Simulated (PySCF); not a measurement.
# One shape, several levels: N2O (nitrous oxide)

Wanted: a comparison of 6 runs (PBE0/STO-6G, UPBE0/STO-6G, r2SCAN/STO-6G, UMP2/STO-6G, CCSDTQ/STO-6G, UCCSD(T)/STO-6G) of N2O (nitrous oxide). 

Program for the calculation: PySCF 2.14.0.

3 further runs of the same task are left out: 1 that didn't finish, 2 set aside as unsound or not needed.

## (1) Starting point

The species is N2O (3 atoms), meant as a singlet with charge 0. As SMILES, `N#[N+][O-]`. One bond was lengthened or shortened from a relaxed shape.

Bond lengths: N1–N2 1.118 Å, N2–O3 1.409 Å. Angles: N1–N2–O3 180.0°.

## (2) A single-point energy at PBE0/STO-6G (run 1)

The input, calc.py:

```python
from pyscf import gto, dft

mol = gto.Mole()
mol.atom = [
    ('N', (-0.617415, 1.208189, -0.202605)),
    ('N', (-0.114115, 0.223389, -0.037505)),
    ('O', (0.520100, -1.017800, 0.170700)),
]
mol.basis = 'sto-6g'
mol.max_memory = 1860
mol.verbose = 4
mol.spin = 0
mol.build()

myscf = dft.RKS(mol, xc='pbe0')
myscf.conv_tol = 1e-10
myscf.grids.level = 5
myscf.kernel()
if not myscf.converged:
    myscf = myscf.newton().run(myscf.mo_coeff, myscf.mo_occ)

e_final = myscf.e_tot
print('Final energy', e_final)
```

Run with:

```bash
$ OMP_NUM_THREADS=1 python calc.py
```

What it wrote:

```text
PySCF version 2.14.0

[... 70 lines left out ...]
converged SCF energy = -183.712496357219
Final energy -183.7124963572195
```

It took 1.2 s on 1 thread of AMD EPYC 9R45 (Zen 5), shared host; peak memory 0.18 GiB.

## (3) The energy at UPBE0/STO-6G (run 2)

The input, run.py:

```python
from pyscf import gto, dft

mol = gto.M(
    atom=[
    ('N', (-0.617415, 1.208189, -0.202605)),
    ('N', (-0.114115, 0.223389, -0.037505)),
    ('O', (0.520100, -1.017800, 0.170700)),
],
    charge=0,
    basis='sto-6g',
    max_memory=1860,
    spin=0,
    verbose=3,
)

mf = dft.UKS(mol, xc='pbe0')
mf.conv_tol = 1e-10
mf.grids.level = 5
mf.kernel()
if not mf.converged:
    mf = mf.newton().run(mf.mo_coeff, mf.mo_occ)
for _ in range(3):
    mo, _, stable, _ = mf.stability(return_status=True)
    if stable:
        break
    mf.kernel(mf.make_rdm1(mo, mf.mo_occ))

e_tot = mf.e_tot
print('Final energy', e_tot)
```

Run with:

```bash
$ OMP_NUM_THREADS=1 python run.py
```

What it wrote:

```text
converged SCF energy = -183.712496357203  <S^2> = 3.8852477e-11  2S+1 = 1
<class 'pyscf.dft.uks.UKS'> wavefunction is stable in the internal stability analysis
Final energy -183.71249635720255
```

It took 4.8 s on 1 thread of AMD EPYC 9R45 (Zen 5), shared host; peak memory 0.34 GiB.

Runs 3 to 5 aren't shown in full; the table further down has their settings and results.

## (4) A single-point energy at UCCSD(T)/STO-6G (run 6)

The input, job.py:

```python
from pyscf import gto, cc

mol = gto.M(
    atom=[
    ('N', (-0.617415, 1.208189, -0.202605)),
    ('N', (-0.114115, 0.223389, -0.037505)),
    ('O', (0.520100, -1.017800, 0.170700)),
],
    basis='sto-6g',
    max_memory=1860,
    verbose=4,
)

mf = mol.UHF()
mf.conv_tol = 1e-10
mf.kernel()
if not mf.converged:
    mf = mf.newton().run(mf.mo_coeff, mf.mo_occ)
for _ in range(3):
    mo, _, stable, _ = mf.stability(return_status=True)
    if stable:
        break
    mf.kernel(mf.make_rdm1(mo, mf.mo_occ))

mycc = cc.CCSD(mf, frozen=3)
mycc.kernel()
e_t = mycc.ccsd_t()
e_final = mycc.e_tot + e_t
print('E = %.10f Eh' % e_final)
```

Run with:

```bash
$ OMP_NUM_THREADS=1 python job.py
```

What it wrote:

```text
PySCF version 2.14.0

[... 107 lines left out ...]
converged SCF energy = -182.948905081806  <S^2> = 2.1866953e-11  2S+1 = 1
[... 14 lines left out ...]
Init t2, MP2 energy = -0.214963668976351
[... 15 lines left out ...]
UCCSD converged
[... 2 lines left out ...]
E = -183.1875777660 Eh
```

It took 0.5 s on 1 thread of AMD EPYC 9R45 (Zen 5), shared host; peak memory 0.12 GiB.

## (5) All runs side by side

```csv
run,level,follow instability,integration grid,energy (Eh),dipole moment (D) of the reference,HOMO energy (eV),LUMO energy (eV),wall time
1,PBE0/STO-6G,–,5,-183.712496,0.05,-5.99,1.20,1.2 s
2,UPBE0/STO-6G,yes,5,-183.712496,0.05,-5.99,1.20,4.8 s
3,r2SCAN/STO-6G,–,5,-183.849850,0.23,-4.95,0.23,2.1 s
4,UMP2/STO-6G,yes,–,-183.163869,0.98,-9.68,5.86,0.44 s
5,CCSDTQ/STO-6G,–,–,-183.191916,0.98,-9.68,5.86,6.3 s
6,UCCSD(T)/STO-6G,yes,–,-183.187578,0.98,-9.68,5.86,0.5 s
```

## (6) What came out

| quantity | value |
| --- | --- |
| run 6: total energy | -183.18758 Eh |
| run 6: dipole moment (Hartree–Fock density) | 0.98 D |
| run 6: HOMO energy (Hartree–Fock orbitals) | -9.68 eV |
| run 6: LUMO energy (Hartree–Fock orbitals) | 5.86 eV |
| run 6: HOMO–LUMO gap (Hartree–Fock orbitals) | 15.54 eV |
| run 6: correlation energy (3 core orbitals frozen) | -238.7 mEh |
| run 6: (T) correction | -15.94 mEh |
| run 6: T1 diagnostic | 0.036 |

What this shows: Over runs 1, 2, 3 the dipole moment (its size) runs from 0.05 D (UPBE0/STO-6G) to 0.23 D (r2SCAN/STO-6G). Over runs 1, 2, 3 the HOMO–LUMO gap runs from 5.18 eV (r2SCAN/STO-6G) to 7.19 eV (UPBE0/STO-6G). Totals of different functionals can't be ranked against each other. In runs 1, 2, 3, 4, 5, 6 the basis is minimal, so the values are rough. All runs together took 15 s, the longest 6.3 s.
